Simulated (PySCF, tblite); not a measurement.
**boron trifluoride and 3 × water**

A gas-phase complex of boron trifluoride and 3 × water; neutral, singlet. The structure comes from a short search (6 tight-binding starts) and was relaxed by PBE0-D3(BJ)/def2-SVPD; another way of binding may lie lower. No frequency run checks that it is a minimum.

Parts: 1 = boron trifluoride (FB(F)F), atoms 1–4; 2 = water (O), atoms 5–7; 3 = water (O), atoms 8–10; 4 = water (O), atoms 11–13.

```csv
atom,part,x (Å),y (Å),z (Å)
F1,1,1.172,1.289,-0.976
B2,1,-0.051,1.122,-0.393
F3,1,-0.141,1.472,0.922
F4,1,-0.554,-0.179,-0.616
O5,2,-1.038,2.056,-1.170
H6,2,-1.945,1.848,-0.805
H7,2,-1.004,1.749,-2.119
O8,3,-3.111,0.982,-0.014
H9,3,-2.580,0.183,0.121
H10,3,-3.313,1.309,0.868
O11,4,-0.689,0.749,-3.400
H12,4,-0.461,-0.038,-2.884
H13,4,0.118,0.990,-3.865
```

| contact | kind (by geometry) | distance (Å) | angle (°) |
| --- | --- | --- | --- |
| B2···O5 | bond | 1.565 | - |
| H6···O8 | hydrogen bond | 1.654 | 157 |
| H7···O11 | hydrogen bond | 1.655 | 158 |
| H9···F4 | hydrogen bond | 2.186 | 127 |
| H12···F4 | hydrogen bond | 2.274 | 125 |

The parts are joined by the bond B2–O5, so these are energies of forming such bonds; deforming the relaxed parts to their shape in the adduct costs 29.6 kcal/mol, which the interaction energies leave out.

Interaction energies are complex less parts, with the parts frozen as they stand in it; counterpoise-corrected, in kcal/mol (PySCF).

Problem. Give the interaction energy at each level run.

Solution. 
```json
{"level": "wB97M-D3(BJ)/def2-SVPD", "interaction": "-66.12", "superposition error removed": "-4.11"}
{"level": "PBE0-D3(BJ)/def2-SVPD", "interaction": "-69.49", "superposition error removed": "-4.47"}
```

Problem. What holds them together? Decompose the wB97M-D3(BJ)/def2-SVPD energy: frozen parts, their antisymmetrised product, then relaxation.

Solution. electrostatic -133.5, Pauli repulsion +177.5, orbital relaxation -109.2, dispersion correction -5.0 kcal/mol, which sum to the value before the counterpoise correction; the Pauli term holds the exchange-correlation of the frozen density too. Of the attraction, 54 % is electrostatic, 44 % is orbital relaxation, 2 % is dispersion correction.

Problem. Are the pair energies additive?

Solution. The pairs sum to -48.53 kcal/mol (1–2 -34.8, 1–3 -4.3, 1–4 -4.3, 2–3 -3.0, 2–4 -3.0, 3–4 0.9); the rest of -17.58 is a many-body strengthening.

The parts were also relaxed and run alone, at the levels used for the complex: shieldings by PBE0/pcSseg-1; core levels by delta-SCF with SCAN, pcX-2 on the ionised atom and pcseg-1 elsewhere, spin-free X2C.

Problem. How do these values change when the complex forms?

Solution. 
```json
{"property": "O5–H6 bond (Å)", "alone": "0.961", "in the complex": "0.999", "change": "+0.038"}
{"property": "shielding of B2 (ppm)", "alone": "88.9", "in the complex": "102.6", "change": "+13.7"}
{"property": "shielding of O5 (ppm)", "alone": "335.3", "in the complex": "244.8", "change": "-90.5"}
{"property": "shielding of H6 (ppm)", "alone": "30.93", "in the complex": "21.50", "change": "-9.43"}
{"property": "shielding of O8 (ppm)", "alone": "335.3", "in the complex": "307.9", "change": "-27.4"}
{"property": "B2 1s core level (eV)", "alone": "202.40", "in the complex": "200.08", "change": "-2.32"}
{"property": "O5 1s core level (eV)", "alone": "539.76", "in the complex": "540.71", "change": "+0.95"}
{"property": "O8 1s core level (eV)", "alone": "539.76", "in the complex": "540.70", "change": "+0.95"}
```

Density functionals tend to overstate the lengthening and the red shift of so strongly bound an X–H bond.
